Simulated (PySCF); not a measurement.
# PF⁺: spin, charge, geometry and surroundings

How does PF⁺ answer to another spin, charge, distance or environment?

The runs use PySCF 2.14.0; each script names its method and basis.

4 further runs of the same task are left out: 4 that didn't finish.

## 1. Starting geometry

PF⁺: 2 atoms, charge 1, spin multiplicity 2.

Bond lengths: P1–F2 1.442 Å.

## 2. The base run

Contents of input.py:

```python
from pyscf import gto, scf, cc

mol = gto.M(
    atom='P 0 0 0; F 0 0 1.442',
    basis='sbkjc',
    ecp={'P': 'sbkjc', 'F': 'sbkjc'},
    charge=1,
    spin=1,
    verbose=4,
)
mf = scf.ROHF(mol)
mf.kernel()
mycc = cc.CCSD(mf)
mycc.kernel()
mycc.ccsd_t()
mf.dip_moment()
print('orbital energies (hartree):', mf.mo_energy[..., max(0, mol.nelec[1]-3):mol.nelec[0]+3].round(4))
```

Command:

```bash
python input.py
```

Its log is not repeated here.

Base result: E(SCF) = -29.739529 Eh, 10 cycles, E(CCSD) − E(SCF) = -0.13780 Eh, (T) = -0.00481 Eh.

The bond length is a typed value, not an optimised one. The dipole of an ion depends on the origin.

## 3. Bond 1.341 Å

Run 1 changes bond length: 1.442 Å → 1.341 Å.

Contents of input.py:

```python
from pyscf import gto, scf, cc

mol = gto.M(
    atom='P 0 0 0; F 0 0 1.341',
    basis='sbkjc',
    ecp={'P': 'sbkjc', 'F': 'sbkjc'},
    charge=1,
    spin=1,
    verbose=4,
)
mf = scf.ROHF(mol)
mf.kernel()
mycc = cc.CCSD(mf)
mycc.kernel()
mycc.ccsd_t()
mf.dip_moment()
print('orbital energies (hartree):', mf.mo_energy[..., max(0, mol.nelec[1]-3):mol.nelec[0]+3].round(4))
```

Command:

```bash
python input.py
```

## 4. Electric field 0.005 a.u.

Run 2 changes electric field: none → 0.005 a.u.

input.py: that of step 2 with these lines changed.

```diff
@@ -11,2 +11,7 @@
 mf = scf.ROHF(mol)
+field = 0.005  # electric field along z, atomic units
+h = mf.get_hcore() + field*mol.intor('int1e_r')[2]
+mf.get_hcore = lambda *args: h
+e_nuc = mol.energy_nuc() - field*mol.atom_charges() @ mol.atom_coords()[:, 2]
+mf.energy_nuc = lambda *args: e_nuc
 mf.kernel()
```

## 5. Bond 0.3 Å

Run 3 changes bond length: 1.442 Å → 0.3 Å.

input.py: that of step 2 with these lines changed.

```diff
@@ -3,3 +3,3 @@
 mol = gto.M(
-    atom='P 0 0 0; F 0 0 1.442',
+    atom='P 0 0 0; F 0 0 0.3',
     basis='sbkjc',
```

## 6. Charge +0 (triplet)

Run 4 changes charge: 1 → 0; spin (2S): 1 → 2.

input.py: that of step 2 with these lines changed.

```diff
@@ -6,4 +6,4 @@
     ecp={'P': 'sbkjc', 'F': 'sbkjc'},
-    charge=1,
-    spin=1,
+    charge=0,
+    spin=2,
     verbose=4,
```

## 7. Bond 1.543 Å

Run 5 changes bond length: 1.442 Å → 1.543 Å.

input.py: that of step 2 with these lines changed.

```diff
@@ -3,3 +3,3 @@
 mol = gto.M(
-    atom='P 0 0 0; F 0 0 1.442',
+    atom='P 0 0 0; F 0 0 1.543',
     basis='sbkjc',
```

**Question.** What will these runs give? Wanted: for each run, E(SCF); from base; SCF dipole; after the SCF.

The runs gave:

```csv
run,E(SCF) (hartree),from base (eV),cycles,SCF dipole (D),after the SCF
base,-29.739529,0,10,n/a,CCSD(T) correlation -3.881 eV
bond 1.341 Å,-29.680881,+1.5959,9,n/a,CCSD(T) correlation -3.655 eV
electric field 0.005 a.u.,-29.738732,not comparable,10,n/a,CCSD(T) correlation -3.901 eV
bond 0.3 Å (poor choice),7.668317,+1017.9194,8,n/a,CCSD(T) correlation -0.942 eV
charge +0 (triplet),-30.095661,-9.6908,9,1.07,CCSD(T) correlation -3.423 eV
bond 1.543 Å,-29.765886,-0.7172,10,n/a,CCSD(T) correlation -4.088 eV
```

In words: The largest comparable shift of the SCF energy, +1017.919 eV, comes with the run “bond 0.3 Å”. At the SCF level, adding an electron (to the triplet) releases 9.69 eV at fixed geometry. Rows marked «poor choice» come from settings spoiled on purpose.
